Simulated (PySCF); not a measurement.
Species: C5H9N.
SMILES with atom numbers: `[CH2:1]=[CH:2][CH2:3]/[N:4]=[CH:5]\[CH3:6]` (hydrogens: H7, H8 on C1; H9 on C2; H10, H11 on C3; H12 on C5; H13, H14, H15 on C6)

A PySCF run (density fitting, gas phase, GFN2-xTB geometry) gave HOMO -6.79 eV, LUMO -0.45 eV, dipole 2.09 D and E = -250.485 Eh.

Question: Which of these levels was it?
A. PBE0/def2-TZVP
B. B3LYP/def2-SVPD
C. PW91/pcJ-1
D. HCTH407/aug-cc-pVDZ

Answer: B. It is B3LYP/def2-SVPD. All candidates on this geometry:

```tsv
level and settings	kind	basis functions	SCF cycles	E (Eh)	HOMO (eV)	LUMO (eV)	dipole (D)
PW91/pcJ-1, energy threshold 1e-06 Eh	GGA	252	8	-250.5514	-5.55	-1.20	2.01
HCTH407/aug-cc-pVDZ	GGA	219	16	-250.6743	-5.78	-1.40	2.01
B3LYP/def2-SVPD	global hybrid	192	14	-250.4849	-6.79	-0.45	2.09
PBE0/def2-TZVP, level shift 0.1 Eh, fitting basis def2-universal-jkfit	global hybrid	240	10	-250.4316	-7.01	-0.14	2.05
```

The nearest other candidate, by the summed differences of HOMO and LUMO, is PBE0/def2-TZVP: its HOMO differs by -0.22 eV and its LUMO by +0.31 eV. Cycle counts include a coarse-grid stage where the run had one.

Shape of the structure used: `[CH2:1]=[CH:2][CH2:3]/[N:4]=[CH:5]\[CH3:6]`: C1–C2–C3–N4 -140°, C2–C3–N4–C5 155°.
